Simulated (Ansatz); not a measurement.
Cost and result for the atomization energy of C$_{3}$H$_{5}$FO$_{2}$, SMILES `COC1(F)CO1` (11 atoms, 11 bonds).

```xyz
11

C     0.008   -0.465    1.688
O    -0.652   -0.484    0.426
C     0.133   -0.125   -0.603
F     1.109   -1.036   -0.836
C    -0.359    0.677   -1.697
O     0.571    1.176   -0.696
H    -0.749   -0.711    2.429
H     0.808   -1.208    1.721
H     0.414    0.529    1.892
H    -1.357    1.100   -1.641
H     0.073    0.546   -2.684
```

Total charge 0; spin multiplicity 1. The structure was optimised at the PBE0-D4/def2-TZVP level. It is one conformer, not always the lowest. Program: Ansatz. All runs use 4 threads of an Arm Neoverse V2 on a shared host. Times are those of one run each, without the atoms' runs, and a repeat can differ threefold. Electronic energies, without spin–orbit coupling; frozen cores. CCSD(T)/CBS adds CCSD(T) − MP2 in def2-TZVPP to the MP2 limit, and its time is that of the two runs behind it. T1 = 0.012. B3LYP takes the VWN-RPA correlation (the form of Gaussian; ORCA's B3LYP/G).

CCSD(T)/CBS is a level of theory with its own doubt, some kJ/mol a heavy atom from the limit and from the frozen cores, so smaller differences don't rank the functionals.

| level | functions | atomization (kcal/mol) | difference from CCSD(T)/CBS | per bond |
| --- | --- | --- | --- | --- |
| PBE0-D4/def2-TZVPP | 256 | 1066.8 | 9.2 | 0.8 |
| CCSD(T)/def2-TZVPP | 256 | 1029.1 | -28.5 | -2.6 |
| r2SCAN-D4/def2-TZVPP (with forces) | 256 | 1065.4 | 7.8 | 0.7 |
| ωB97M-V/def2-TZVPP (with forces) | 256 | 1063.5 | 5.9 | 0.5 |
| MP2/def2-QZVPP | 492 | 1077.5 | 19.9 | 1.8 |
| ωB97X-V/def2-TZVPP | 256 | 1063.4 | 5.8 | 0.5 |
| B3LYP-D4/def2-TZVPP (with forces) | 256 | 1055.2 | -2.4 | -0.2 |
| CCSD(T)/CBS(def2) | – | 1057.6 | 0.0 | 0.0 |
| B2PLYP/def2-TZVPP | 256 | 1046.8 | -10.8 | -1.0 |
| PBE-D4/def2-TZVPP (with forces) | 256 | 1099.8 | 42.2 | 3.8 |

**Question.** Order the runs by time, with rough figures. (Estimate.)

**Answer.** Computed: PBE-D4/def2-TZVPP (with forces) 2.3 s; PBE0-D4/def2-TZVPP 2.7 s; B3LYP-D4/def2-TZVPP (with forces) 4 s; r2SCAN-D4/def2-TZVPP (with forces) 4.6 s; B2PLYP/def2-TZVPP 5.5 s; ωB97X-V/def2-TZVPP 7 s; ωB97M-V/def2-TZVPP (with forces) 10 s; MP2/def2-QZVPP 24 s; CCSD(T)/def2-TZVPP 4.1 min; CCSD(T)/CBS(def2) 4.5 min.

In def2-TZVPP, CCSD(T) changes the Hartree–Fock value by +301.5 kcal/mol (the triples alone add +20.4 kcal/mol) and MP2 by +333.1 kcal/mol; breaking electron pairs costs correlation energy, which Hartree–Fock lacks. From PBE to PBE0 (25 % exact exchange), in def2-TZVPP and without D4, the atomization energy moves by −32.4 kcal/mol: exact exchange takes away binding that semilocal exchange gives to molecules. The D4 term adds +6.8 kcal/mol with B3LYP and +3.6 kcal/mol with PBE0; it sums over pairs of atoms, weighted by their polarisabilities, and B3LYP, whose exchange is more repulsive, gets the larger term.
